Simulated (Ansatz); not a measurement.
Geometry optimisation, RKS PBE/def2-SVP in Ansatz 0.2.0.

Input:

```yaml
crystal:
  periodic: [false, false, false]
  atoms:
    - { symbol: B, position_ang: [0.408501, 0.003666, 0.031757] }
    - { symbol: C, position_ang: [0.780447, -0.021857, 1.558531] }
    - { symbol: H, position_ang: [-0.037805, -0.227701, 2.276479] }
    - { symbol: H, position_ang: [1.59916, -0.758767, 1.711058] }
    - { symbol: H, position_ang: [1.233555, 0.964724, 1.809826] }
    - { symbol: H, position_ang: [1.331138, 0.148352, -0.707303] }
    - { symbol: F, position_ang: [-0.829095, -0.108418, -0.450048] }
basis:
  gaussian: { orbitals: def2-SVP }
hamiltonian:
  xc: pbe
relax:
  f_tol: 0.03
  max_steps: 50
```

Run as:

```bash
$ ansatz run input.yaml --threads 1 --pin off --max-ram 2048MiB --backend cpu --events-out ev --progress --plain --runs-dir out
```

Question: Where does it end, and by what steps?

Answer: The run converged. After 5 steps the energy has fallen by 0.059 eV; H6 moved furthest, 0.13 Å.

| step | energy less start (eV) | largest force component (eV/Å) | accepted |
| --- | --- | --- | --- |
| 0 | 0.0000 | 0.923 | yes |
| 1 | -0.0493 | 0.386 | yes |
| 2 | -0.0561 | 0.236 | yes |
| 3 | -0.0565 | 0.225 | yes |
| 4 | -0.0558 | 0.249 | no |
| 5 | -0.0587 | 0.008 | yes |

```xyz
7
Properties=species:S:1:pos:R:3
B 0.454 0.011 0.040
C 0.790 -0.018 1.566
H -0.078 -0.216 2.223
H 1.583 -0.772 1.765
H 1.245 0.956 1.853
H 1.297 0.172 -0.831
F -0.805 -0.133 -0.387
```

Time of the run: 8.6 s on 1 thread of Arm Neoverse V1, with other jobs on the host, peak memory 0.12 GiB.
